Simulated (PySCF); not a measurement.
benzene cation (C6H6), SMILES c1ccccc1 (connectivity only; charge and spin as stated), charge +1, multiplicity 2. Coordinates come from a PBE-D3(BJ)/def2-SVP optimisation. The multiplicity is an assumed one; no other spin state was optimised.

These are PySCF with PBE-D3(BJ)/def2-SVP values and carry that method's errors.

Harmonic wavenumbers (cm⁻¹): 247, 279, 328, 331, 585, 658, 752, 871, 927, 948, 966, 971, 972, 989, 1005, 1044, 1152, 1167, 1313, 1322, 1395, 1407, 1500, 1637, 3132, 3135, 3147, 3149, 3157, 3160. Rotational constants (GHz): 5.709, 5.314, 2.752; symmetry number 4.

Task: Work out the zero-point energy and the ideal-gas rigid-rotor harmonic-oscillator thermochemistry at 298.15 K and 1 atm.

Result: ZPE = ½ Σ hcν = ½ × 41645 cm⁻¹ = 249.09 kJ/mol. H − E(el) = 265.75 kJ/mol. Entropy in J/(mol K): translation 163.10, rotation 96.24, vibration 33.85, spin 5.76, total 298.95. G − E(el) = 176.62 kJ/mol. Cp = 92.97 J/(mol K).
